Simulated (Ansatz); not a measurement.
Ansatz input

```yaml
crystal:
  lattice:
    - [3.819537145, 0.0, 0.0]
    - [-1.9097685725, 3.3078161983, 0.0]
    - [0.0, 0.0, 12.2409922858]
  atoms:
    - { symbol: La, position: [0.0, 1.0, 1.0], spin: 1.0 }
    - { symbol: La, position: [0.0, 1.0, 0.5], spin: 1.0 }
    - { symbol: La, position: [0.3333333333, 0.6666666667, 0.75], spin: 1.0 }
    - { symbol: La, position: [0.6666666667, 0.3333333333, 0.25], spin: 1.0 }
hamiltonian:
  xc: revpbe
  pseudopotentials:
    kind: paw
    azcp:
      La: "pseudopotentials/La.paw.azcp"
basis:
  ecutwfc: 420
  fft_grid_basis: typed
kpoints:
  mp_grid: { grid: [13, 13, 4], shift: [0, 0, 0] }
magnetization:
  spin_polarized: true
scf:
  occupations: { method: fermi_dirac, width: 0.05 }
```

Terminal output

```
Engine: ansatz 0.2.0, aarch64-unknown-linux-gnu
Pseudopotentials: kind: paw
Pseudopotential: La, paw, valence charge 11, recommended cutoff 420 eV (normal) 
Functional definition: revPBE
  parameter kappa = 1.245
  parameter beta = 0.06672455060314922
  exchange = pbe_x(kappa = kappa, mu = beta*pi^2/3)
  correlation = pbe_c(beta = beta)
Crystal: 4 atoms, lattice volume = 154.657 Å³
Basis set: ecut = 420 eV, 3005 PW (Γ)
Bands: 29, of which v1, the nominal top of the filled ones, is band 22 counted from 1 (21 counted from 0)
Symmetry: 24 space group operations
Space group: P63/mmc (ITA 194), of the structure as read, at distance tolerance 5.4e-5 Å
Magnetic group: BNS 194.263 (UNI 1493), of the structure as read, at distance tolerance 5.4e-5 Å
k-points: 63 of 676
Non-local potential: La, projectors of the file, l = 0: 3, l = 1: 2, l = 2: 2, l = 3: 3
PAW form: soft (Blöchl's): semilocal exchange-correlation on the pseudo side does not see the compensation charge
PAW frozen core: La, regenerated for the run's functional, and the local potential with it (the file was generated under x = pbe(κ = 0.804, μ = 0.2195149727645171), c = pbe(β = 0.06672455060314922))
PAW one-centre angular grid: La, 590 points (default); XC on 64 Gauss nodes
Initial density: superposition of atomic densities (chi_scale 0.1, normalization cell)
Starting moments: Σ|m| = 4 μB on 4 of 4 sites
Initial wavefunctions: pseudopotential atomic-orbital guess
Functional: x = revpbe(κ = 1.245, μ = 0.2195149727645171), c = pbe(β = 0.06672455060314922)
iter 1 solved again at ethr=1.62e-3 eV; its pass at ethr=3.10e-3 eV (dr2=7.14e-1 eV) is discarded
SCF iter   1: F=—  HF=-25027.579384 eV  |F-HF|=—  |Δ(HF+E_count)|=         —  Δρ=1.95e-2 (↑1.95e-2 ↓1.04e-2)  dr2=7.24e-1  dr2_m=2.01e-1  M=1.467 μB ∫|m|=1.467 μB  β_m=0.30  ethr=1.62e-3  ⟨swp⟩=1.0  Hψ=24546  notcnv=0
Mixer restart at iter 1: flushing history
spin=Collinear: Kerker preconditioning applied to the charge; magnetization (m = ρ↑ − ρ↓) channel mixes plain (no charge-response kernel on spin).
SCF iter   2: F=—  HF=-25027.709452 eV  |F-HF|=—  |Δ(HF+E_count)|=   1.30e-1  Δρ=1.41e-2 (↑1.41e-2 ↓7.84e-3)  dr2=3.80e-1  dr2_m=1.09e-1  M=1.287 μB ∫|m|=1.287 μB  β_m=0.65  ethr=1.62e-3  ⟨swp⟩=3.5  Hψ=5063  notcnv=0
SCF iter   3: F=—  HF=-25027.878651 eV  |F-HF|=—  |Δ(HF+E_count)|=   1.69e-1  Δρ=1.70e-3 (↑1.70e-3 ↓1.57e-3)  dr2=3.54e-3  dr2_m=2.92e-3  M=0.607 μB ∫|m|=0.607 μB  β_m=0.82  ethr=8.63e-4  ⟨swp⟩=6.7  Hψ=9762  notcnv=0  defer=5
SCF iter   4: F=—  HF=-25027.893304 eV  |F-HF|=—  |Δ(HF+E_count)|=   1.47e-2  Δρ=7.31e-4 (↑7.31e-4 ↓7.26e-4)  dr2=6.09e-4  dr2_m=6.63e-4  M=0.308 μB ∫|m|=0.308 μB  β_m=0.91  ethr=8.04e-6  ⟨swp⟩=3.7  Hψ=8821  notcnv=0  defer=7
SCF iter   5: F=—  HF=-25027.896602 eV  |F-HF|=—  |Δ(HF+E_count)|=   3.30e-3  Δρ=3.31e-4 (↑3.10e-4 ↓3.31e-4)  dr2=2.84e-5  dr2_m=1.41e-4  M=0.154 μB ∫|m|=0.155 μB  β_m=0.96  ethr=1.38e-6  ⟨swp⟩=3.3  Hψ=7762  notcnv=0  defer=1
SCF iter   6: F=—  HF=-25027.897642 eV  |F-HF|=—  |Δ(HF+E_count)|=   1.04e-3  Δρ=1.27e-4 (↑1.27e-4 ↓1.13e-4)  dr2=6.91e-6  dr2_m=1.94e-5  M=0.053 μB ∫|m|=0.058 μB  β_m=0.98  ethr=6.46e-8  ⟨swp⟩=3.0  Hψ=7689  notcnv=0
SCF iter   7: F=—  HF=-25027.897803 eV  |F-HF|=—  |Δ(HF+E_count)|=   1.61e-4  Δρ=4.29e-5 (↑4.29e-5 ↓4.09e-5)  dr2=3.87e-6  dr2_m=2.00e-6  M=0.012 μB ∫|m|=0.019 μB  β_m=0.99  ethr=1.57e-8  ⟨swp⟩=3.0  Hψ=7557  notcnv=0
SCF iter   8: F=—  HF=-25027.897823 eV  |F-HF|=—  |Δ(HF+E_count)|=   1.98e-5  Δρ=1.71e-5 (↑1.71e-5 ↓1.55e-5)  dr2=2.67e-7  dr2_m=3.43e-7  M=0.003 μB ∫|m|=0.008 μB  β_m=0.99  ethr=8.80e-9  ⟨swp⟩=3.0  Hψ=6925  notcnv=0
SCF iter   9: F=—  HF=-25027.897827 eV  |F-HF|=—  |Δ(HF+E_count)|=   3.97e-6  Δρ=6.91e-6 (↑6.39e-6 ↓6.91e-6)  dr2=3.15e-8  dr2_m=5.78e-8  M=-0.001 μB ∫|m|=0.003 μB  β_m=1.00  ethr=6.08e-10  ⟨swp⟩=3.2  Hψ=7589  notcnv=0
SCF iter  10: F=—  HF=-25027.897828 eV  |F-HF|=—  |Δ(HF+E_count)|=   6.48e-7  Δρ=2.53e-6 (↑2.27e-6 ↓2.53e-6)  dr2=1.74e-9  dr2_m=7.75e-9  M=0.000 μB ∫|m|=0.001 μB  β_m=1.00  ethr=7.17e-11  ⟨swp⟩=3.2  Hψ=7521  notcnv=0
SCF iter  11: F=—  HF=-25027.897828 eV  |F-HF|=—  |Δ(HF+E_count)|=   1.21e-7  Δρ=9.01e-7 (↑8.13e-7 ↓9.01e-7)  dr2=2.46e-10  dr2_m=1.01e-9  M=-0.000 μB ∫|m|=0.000 μB  β_m=1.00  ethr=3.95e-12  ⟨swp⟩=4.4  Hψ=9778  notcnv=0
SCF iter  12: F=—  HF=-25027.897828 eV  |F-HF|=—  |Δ(HF+E_count)|=   1.31e-8  Δρ=3.58e-7 (↑3.58e-7 ↓3.11e-7)  dr2=5.36e-11  dr2_m=1.50e-10  M=0.000 μB ∫|m|=0.000 μB  β_m=1.00  ethr=1.00e-12  ⟨swp⟩=3.2  Hψ=7558  notcnv=0
SCF iter  13: F=-25027.897828 eV  HF=-25027.897828 eV  |F-HF|=1.02e-10  |Δ(HF+E_count)|=   1.56e-9  Δρ=1.37e-7 (↑1.37e-7 ↓1.16e-7)  dr2=7.62e-12  dr2_m=2.22e-11  M=-0.000 μB ∫|m|=0.000 μB  ethr=1.00e-12  ⟨swp⟩=1.0  Hψ=10564  notcnv=0
SCF 1 converged in 13 iterations: F = -25027.897828 eV  dr2 = 7.62e-12
WARN: the starting moments were not kept: the SCF closed with an absolute magnetisation of 5.5e-5 μB, where they sum to 4 μB in size (4 sites). That is at most 0.1 of that sum. Measured as dr2_m measures the in/out step, that magnetisation stands 7.7e-11 eV from none, at or under the dr2_threshold of 1.0e-7 eV: it is no larger than a step whose dr2_m would equal this threshold. The system may hold no moment; this SCF shows only that its start led to no more than that. To try another start: raise the starting moments (crystal.atoms[].spin, magnetization.per_species, magnetization.initial_magnetization, or on a non-collinear deck that types none of these the spinor_matrix: blocks that start its atoms; where the total moment is fixed, keep their sum and leave initial_magnetization as it is; typed ones take the place of any that the run laid by itself, positive ones on a crystal's lanthanoids without a Hubbard term where scf.initial_density.shell_occupations: [] is typed) or, if the notice of its spin-set hold's release reads "site moments contracting" or "site moments show no strong build", lengthen the hold (scf.mixing.spin_hold: { on: { confirm: 4 } }; for m-r²SCAN on two components see the key's manual first). Each may lead to a state that holds a moment. A second SCF, from the converged charge density, with the starting moments and any scf.initial_density.shell_occupations laid on it anew, would have followed, and was not run: the deck does not ask for one (magnetization.retry_lost_moments is false, the default). To let it run, set magnetization.retry_lost_moments: true and run the deck again, where that key's refused combinations let it; where memory then withholds it, that run's warning says so.
SCF converged after 13 iterations
Magnetization: -0.0000 μB (22.0000 up, 22.0000 down)
Absolute magnetization: 0.0001 μB (∫|ρ↑−ρ↓|, with the PAW one-centre terms)
Spin contamination: 0.0000 ħ² per cell (⟨S²⟩ above its minimum at these occupations)
Per-site moments (μB) at R_I (Å): [(-6.1933949561463035e-6, 1.555954862407508), (-6.1933949561794285e-6, 1.5559548624075077), (6.099396889328764e-6, 1.5559548624075077), (6.099396889306827e-6, 1.555954862407508)]
Free energy (F): -25027.897828 eV
Harris-Foulkes:  -25027.897828 eV  (|F-HF|=1.02e-10)
Internal energy: -25027.838158 eV  (E = F + TS)
E sigma→0 (E₀):  -25027.867993 eV
Entropy (-TS):   -0.059670 eV (-14.917 meV/atom)
Fermi energy:    10.600127 eV
--- Per-component energies (eV) ---
  E_band       = -203.273804
  E_kinetic    = 769.247306
  E_local      = -1389.670093  (includes V_loc(G=0)·N_el)
  E_nonlocal   = 376.186664
  E_hartree    = 438.939106
  E_xc         = -556.587266
  E_vxc        = -588.086080  (∫ρ·V_xc dr)
  E_paw        = -21689.524481  (= ΣΔE_a)
  E_vpaw       = -248.829800  (= ΣTr[D̂ρ^β])
  E_aug_tail   = -0.000000  (compensation charges beyond the density's cutoff)
  E_ewald      = -2976.270108
  E_core_change = -0.159286  (= ΣΔE_core)
  E_smearing   = -0.059670  (= −TS)
  E_closure    = 0.000000  (closes the sum)
  Σ components = -25027.897828   (vs F -25027.897828, Δ=0.00e0)
```
